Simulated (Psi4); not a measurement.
# DSD-PBEP86/cc-pVTZ (density fitting for correlation) run of SiH4 (SMILES [SiH4])

What is the energy change on altering one bond length of SiH4 at DSD-PBEP86/cc-pVTZ (density fitting for correlation)? 

The results are computed with Psi4 1.11.

2 further runs of the same task are left out: 1 that didn't finish, 1 set aside as unsound or not needed.

### Step 1. The molecule

SiH4: 5 atoms, total charge 0, spin state singlet. As SMILES, `[SiH4]`. The coordinates come from a PBE0-D4/def2-TZVP relaxation.

Bond lengths: Si1–H2 1.485 Å, Si1–H3 1.485 Å, Si1–H4 1.485 Å, Si1–H5 1.485 Å. Angles: H2–Si1–H3 109.5°, H2–Si1–H4 109.5°, H2–Si1–H5 109.5°, H3–Si1–H4 109.5°, H3–Si1–H5 109.5°, H4–Si1–H5 109.5°.

### Step 2. A single-point energy at DSD-PBEP86/cc-pVTZ (density fitting for correlation)

Input file run.py:

```python
import psi4

psi4.set_memory('1600 MB')
psi4.set_num_threads(1)
psi4.core.set_output_file('psi4.out', False)

molecule = psi4.geometry("""
0 1
Si     0.00000000     0.00000000    -0.00018897
H      1.82849900    -1.30088746     1.68355700
H     -2.51522547     0.08484870     1.23966034
H     -0.19861022    -1.39896425    -2.42376273
H      0.88533669     2.61500301    -0.49926564
units au
symmetry c1
""")

psi4.set_options({
    'basis': 'cc-pVTZ',
    'puream': True,
    'e_convergence': 1e-09,
    'd_convergence': 1e-08,
    'scf_type': 'pk',
    'dft_radial_points': 99,
    'dft_spherical_points': 590,
    'num_frozen_docc': 5,
})

energy_value = psi4.energy('dsd-pbep86')
print('E =', round(energy_value, 9))
```

On the command line:

```console
$ python run.py
```

psi4.out:

```text
[...]
  Running in c1 symmetry.
[...]
  Nuclear repulsion =   21.270588284971325
[...]
  Multiplicity = 1
[...]
  Nalpha       = 9
  Nbeta        = 9
[...]
    Number of basis functions: 90
[...]
   @RKS iter   1:  -291.49965210146422   -4.30738e-01   1.92039e-03 ADIIS/DIIS
[...]
   @RKS iter   8:  -291.51902082056449   -5.11591e-13   6.05121e-10 DIIS
[...]
    Orbital Energies [Eh]
    ---------------------
    Doubly Occupied:
       1A    -67.846858     2A     -5.833178     3A     -4.023386
       4A     -4.023386     5A     -4.023386     6A     -0.672221
       7A     -0.442595     8A     -0.442573     9A     -0.442556
[...]
  @RKS Final Energy:  -291.51902082056449
   => Energetics <=
    Nuclear Repulsion Energy =             21.2705882849713248
    One-Electron Energy =                -445.5690520556809702
    Two-Electron Energy =                 139.1309389289532987
    DFT Exchange-Correlation Energy =      -6.3514959788081544
    Empirical Dispersion Energy =           0.0000000000000000
    VV10 Nonlocal Energy =                  0.0000000000000000
    Total Energy =                       -291.5190208205644922
[...]
 Multipole Moments:
 ------------------------------------------------------------------------------------
     Multipole            Electronic (a.u.)      Nuclear  (a.u.)        Total (a.u.)
 ------------------------------------------------------------------------------------
 L = 1.  Multiply by 2.5417464519 to convert [e a0] to [Debye]
 Dipole X            :         -0.0000015            0.0000000           -0.0000015
 Dipole Y            :         -0.0000087            0.0000000           -0.0000087
 Dipole Z            :         -0.0006331            0.0004094           -0.0002237
 Magnitude           :                                                    0.0002239
[...]
```

Standard output:

```text
E = -291.598510556
```

Wall time 14 s (1 thread of Intel Xeon Platinum 8275CL at 3.00GHz (Skylake/Cascade Lake), shared host); peak memory 0.89 GiB.

### Step 3. The distorted shape at the same level

Input file input.in:

```
memory 1600 MB

molecule {
  0 1
  Si
  H 1 R2
  H 1 R3 2 A3
  H 1 R4 2 A4 3 D4
  H 1 R5 4 A5 2 D5

  R2 = 1.484596
  R3 = 1.484602
  A3 = 109.45802
  R4 = 1.484553
  A4 = 109.4747
  D4 = -119.99887
  R5 = 2.6723
  A5 = 109.47908
  D5 = 120.00376
  symmetry c1
  no_reorient
  no_com
}

set puream true
set e_convergence 1e-09
set d_convergence 1e-08
set scf_type pk
set dft_radial_points 99
set dft_spherical_points 590
set num_frozen_docc 5

result = energy('dsd-pbep86/cc-pVTZ')
```

On the command line:

```console
$ psi4 -n 1 input.in input.out
```

input.out:

```text
[...]
  Running in c1 symmetry.
[...]
  Nuclear repulsion =   18.856461159650692
[...]
  Multiplicity = 1
[...]
  Nalpha       = 9
  Nbeta        = 9
[...]
    Number of basis functions: 90
[...]
   @RKS iter   1:  -291.35560082858979   -5.09433e-01   1.97780e-03 DIIS/ADIIS
[...]
   @RKS iter   9:  -291.38601229562636   -1.53477e-12   1.34149e-09 DIIS
[...]
    Orbital Energies [Eh]
    ---------------------
    Doubly Occupied:
       1A    -67.912137     2A     -5.891595     3A     -4.082576
       4A     -4.080949     5A     -4.080949     6A     -0.676795
       7A     -0.469156     8A     -0.469120     9A     -0.316136
[...]
  @RKS Final Energy:  -291.38601229562636
   => Energetics <=
    Nuclear Repulsion Energy =             18.8564611596506921
    One-Electron Energy =                -440.0493923158704206
    Two-Electron Energy =                 136.1108367769114125
    DFT Exchange-Correlation Energy =      -6.3039179163180323
    Empirical Dispersion Energy =           0.0000000000000000
    VV10 Nonlocal Energy =                  0.0000000000000000
    Total Energy =                       -291.3860122956263581
[...]
 Multipole Moments:
 ------------------------------------------------------------------------------------
     Multipole            Electronic (a.u.)      Nuclear  (a.u.)        Total (a.u.)
 ------------------------------------------------------------------------------------
 L = 1.  Multiply by 2.5417464519 to convert [e a0] to [Debye]
 Dipole X            :         -1.5038395            0.7941818           -0.7096577
 Dipole Y            :          0.8673946           -0.4579767            0.4094179
 Dipole Z            :          0.6133608           -0.3238313            0.2895295
 Magnitude           :                                                    0.8689444
[...]
```

Wall time 11 s (1 thread of Intel Xeon Platinum 8275CL at 3.00GHz (Skylake/Cascade Lake), shared host); peak memory 1.2 GiB.

### Step 4. What came out

At DSD-PBEP86/cc-pVTZ (density fitting for correlation), 5 core orbitals frozen:

| quantity | value |
| --- | --- |
| first shape: total energy | -291.59851 Eh |
| first shape: HOMO energy (SCF part's orbitals) | -12.04 eV |
| first shape: LUMO energy (SCF part's orbitals) | 2.99 eV |
| first shape: HOMO–LUMO gap (SCF part's orbitals) | 15.03 eV |
| distorted shape: total energy | -291.47244 Eh |
| distorted shape: HOMO energy (SCF part's orbitals) | -8.60 eV |
| distorted shape: LUMO energy (SCF part's orbitals) | -0.97 eV |
| distorted shape: HOMO–LUMO gap (SCF part's orbitals) | 7.64 eV |
| energy change with the Si1–H5 bond stretched from 1.485 to 2.672 Å | 3.430 eV |

In words: With the Si1–H5 bond stretched from 1.485 to 2.672 Å the energy rises by 3.43 eV (79 kcal/mol). The first shape isn't relaxed at this level, so the change isn't measured from a minimum. A restricted reference can't describe the breaking bond well at this length.
